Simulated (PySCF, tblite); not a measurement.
# A complex of 3 × hydrogen chloride

A gas-phase complex of 3 × hydrogen chloride; neutral, singlet. The structure comes from a short search (6 tight-binding starts) and was relaxed by PBE0-D3(BJ)/def2-SVPD; another way of binding may lie lower. Frequencies by PBE0-D3(BJ)/def2-SVPD show no clear imaginary mode.

Parts: 1 = hydrogen chloride (Cl), atoms 1–2; 2 = hydrogen chloride (Cl), atoms 3–4; 3 = hydrogen chloride (Cl), atoms 5–6.

```xyz
6

Cl    0.173    0.251   -0.319
H     0.793   -0.725    0.288
Cl    2.624   -0.909   -2.633
H     1.656   -0.274   -2.031
Cl    2.329   -2.447    0.568
H     2.677   -2.106   -0.643
```
Atom numbers follow the order of the file, from 1.

Contacts between parts, classed by geometry: H6···Cl3 2.323 Å (hydrogen bond, 157°); H2···Cl5 2.325 Å (hydrogen bond, 157°); H4···Cl1 2.325 Å (hydrogen bond, 157°).

Interaction energies are complex less parts, with the parts frozen as they stand in it; counterpoise-corrected, in kcal/mol (PySCF).

(1) How strongly do the parts interact, level by level?

(2) What holds them together? Decompose the wB97M-D3(BJ)/def2-TZVPD energy: frozen parts, their antisymmetrised product, then relaxation.

(3) Are the pair energies additive?

The parts were also relaxed and run alone, at the levels used for the complex: shieldings by PBE0/pcSseg-2.

Values alone: Cl5–H6 bond (Å): 1.288; shielding of H6 (ppm): 30.41; shielding of Cl3 (ppm): 938.5; shielding of H2 (ppm): 30.41; shielding of Cl5 (ppm): 938.5.

(4) How do these values change when the complex forms?

Answers

(1) 
```
                  level  interaction  superposition error removed
wB97M-D3(BJ)/def2-TZVPD        -6.41                        -0.30
 PBE0-D3(BJ)/def2-TZVPD        -8.42                        -0.34
     RI-MP2/aug-cc-pVTZ        -7.31                        -1.48
```

(2) electrostatic -13.3, Pauli repulsion +20.2, orbital relaxation -10.9, dispersion correction -2.7 kcal/mol, which sum to the value before the counterpoise correction; the Pauli term holds the exchange-correlation of the frozen density too. Of the attraction, 50 % is electrostatic, 41 % is orbital relaxation, 10 % is dispersion correction.

(3) The pairs sum to -4.66 kcal/mol (1–2 -1.6, 1–3 -1.6, 2–3 -1.6); the rest of -1.75 is a many-body strengthening.

(4) 
```
              property  alone  in the complex  change
       Cl5–H6 bond (Å)  1.288           1.306  +0.017
 shielding of H6 (ppm)  30.41           26.82   -3.59
shielding of Cl3 (ppm)  938.5           887.9   -50.6
 shielding of H2 (ppm)  30.41           26.83   -3.58
shielding of Cl5 (ppm)  938.5           887.9   -50.6
```
